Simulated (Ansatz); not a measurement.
Process, species as SMILES: N#N (N2) + 3 [H][H] (H2) → 2 N (NH3)
B3LYP-D3(BJ)/def2-TZVP geometries, fixed; electronic energies without zero-point terms.
Largest species:
```
N
H 1 1.0136
H 1 1.0136 2 107.33
H 1 1.0136 2 107.33 3 -115.09
```
Charge 0, spin multiplicity 1.

How fast the energy of full hydrogenation converges with the basis for several methods (Ansatz, a first-principles code): deviation from each method's own reference, in kcal/mol. References: CCSD(T) -39.87 kcal/mol, Hartree-Fock in aug-cc-pVQZ plus the correlation part extrapolated as X^-3 from aug-cc-pVTZ and aug-cc-pVQZ; HF -34.43 kcal/mol, the value in aug-pcseg-3; MP2 -39.77 kcal/mol, Hartree-Fock in aug-cc-pVQZ plus the correlation part extrapolated as X^-3 from aug-cc-pVTZ and aug-cc-pVQZ; PBE -46.76 kcal/mol, the value in pcseg-4; PBE0 -51.47 kcal/mol, the value in pcseg-4; wB97M-V -43.26 kcal/mol, the value in pcseg-4. All functions are spherical. In correlated methods cores are frozen. No added dispersion term, no relativity. Functionals ending in -V hold VV10 correlation. 

| basis | functions | CCSD(T) | HF | MP2 | PBE | PBE0 | wB97M-V |
|---|---|---|---|---|---|---|---|
| 3-21G | 18 | 27.56 | -10.88 | 31.95 | 11.44 | 4.52 | 3.72 |
| 6-311G** | 36 | 13.73 | 1.71 | 13.64 | 6.79 | 5.04 | 5.06 |
| def2-TZVP | 62 | 10.71 | 3.31 | 10.37 | 5.00 | 4.26 | 4.27 |
| 6-311++G(3df,3pd) | 93 | 0.57 | -0.45 | 0.38 | -0.62 | -0.60 | -0.66 |
| aug-pcseg-2 | 115 | 0.64 | -0.76 | 0.18 | -0.69 | -0.73 | -1.52 |
| cc-pVQZ | 145 | 1.97 | 0.93 | 2.00 | 1.61 | 1.23 | 1.55 |
| def2-QZVPPD | 162 | 0.60 | 0.21 | 0.50 | 0.12 | 0.09 | 0.25 |
| cc-pV5Z | 256 | 0.87 | 0.22 | 0.77 | 0.18 | 0.11 | 0.23 |

Mean absolute deviation over 6-311G**, def2-TZVP, 6-311++G(3df,3pd), aug-pcseg-2: HF 1.56, PBE0 2.66, wB97M-V 2.88, PBE 3.27, MP2 6.14, CCSD(T) 6.41 kcal/mol.
